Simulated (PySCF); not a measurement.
Start geometry of 3-methyl-2-butanethiol (`CC(C)[C@@H](C)S`) from GFN2-xTB (Å):
```
atom  x, y, z in Å
C1    -0.6425    1.3396   -0.6241
C2    -0.6637    0.2437    0.4385
C3    -1.6561   -0.8513    0.0469
C4     0.7206   -0.3607    0.7184
C5     1.4819   -0.8545   -0.5000
S6     1.7686    0.8149    1.6695
H7    -1.6283    1.7920   -0.7019
H8    -0.3788    0.9353   -1.5984
H9     0.0646    2.1242   -0.3638
H10   -1.0060    0.6889    1.3801
H11   -1.6792   -1.6392    0.7966
H12   -2.6558   -0.4320   -0.0391
H13   -1.3917   -1.2919   -0.9115
H14    0.5946   -1.1863    1.4256
H15    0.8985   -1.6010   -1.0339
H16    2.4190   -1.3109   -0.1886
H17    1.7113   -0.0355   -1.1782
H18    2.0343    1.6309    0.6522
```

What comes out of this run: PBE0-D3(BJ)/def2-SVP geometry optimisation, gas phase (PySCF)?

```
atom  x, y, z in Å
C1    -0.8240    1.2923   -0.7003
C2    -0.8317    0.1565    0.3149
C3    -1.8063   -0.9442   -0.0960
C4     0.5687   -0.4187    0.6015
C5     1.2967   -0.9856   -0.6076
S6     1.6322    0.7529    1.5258
H7    -1.8253    1.7412   -0.7849
H8    -0.5371    0.9416   -1.7046
H9    -0.1301    2.0927   -0.4024
H10   -1.1811    0.5721    1.2755
H11   -1.8299   -1.7605    0.6431
H12   -2.8282   -0.5447   -0.1845
H13   -1.5429   -1.3813   -1.0724
H14    0.4388   -1.2282    1.3403
H15    0.6855   -1.7454   -1.1198
H16    2.2430   -1.4540   -0.3038
H17    1.5350   -0.1981   -1.3395
H18    1.9431    1.5514    0.4824
```

The energy falls by 5.2 kJ/mol over 4 energy and gradient evaluations, the largest force component goes from 0.0126 to 3.6e-04 Eh/bohr, and the atoms move by 0.061 Å rms after alignment. The bond that changes most is S6–H18 (thiol sulfur to S–H hydrogen), which lengthens by 0.019 Å. Bonds longer at the end by more than 0.005 Å: 12 of 17; shorter: 1. Rotational constants go from 3927, 1822, 1650 to 3900, 1825, 1620 MHz. The orientation of the end geometry is arbitrary; only internal coordinates are fixed.

The run used 148 basis functions and 29 SCF cycles in all. The run took 36 s of wall time on one thread, Arm Neoverse V2 (aarch64), no GPU, shared host with 32 logical CPUs at a one-minute load of 20, and the process peaked at 0.73 GiB of memory.

No PBE0-D3(BJ)/def2-SVP frequencies stand behind this structure, so it isn't proved a minimum. The numbers are those of one conformer.
